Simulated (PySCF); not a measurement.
methane (CH4), SMILES C. Geometry optimised at B3LYP-D3(BJ)/def2-TZVPD.

The numbers are results of B3LYP-D3(BJ)/def2-TZVPD in PySCF 2.14.0, not measurements.

Harmonic wavenumbers (cm⁻¹): 1340, 1340, 1340, 1556, 1556, 3031, 3134, 3134, 3134. Rotational constants (GHz): 158.5, 158.5, 158.5; symmetry number 12.

Q: Work out the zero-point energy and the ideal-gas rigid-rotor harmonic-oscillator thermochemistry at 298.15 K and 1 atm.

A: ZPE = ½ Σ hcν = ½ × 19564 cm⁻¹ = 27.97 kcal/mol. H − E(el) = 30.36 kcal/mol. Entropy in cal/(mol K): translation 34.26, rotation 10.12, vibration 0.09, total 44.47. G − E(el) = 17.10 kcal/mol. Cp = 8.46 cal/(mol K).
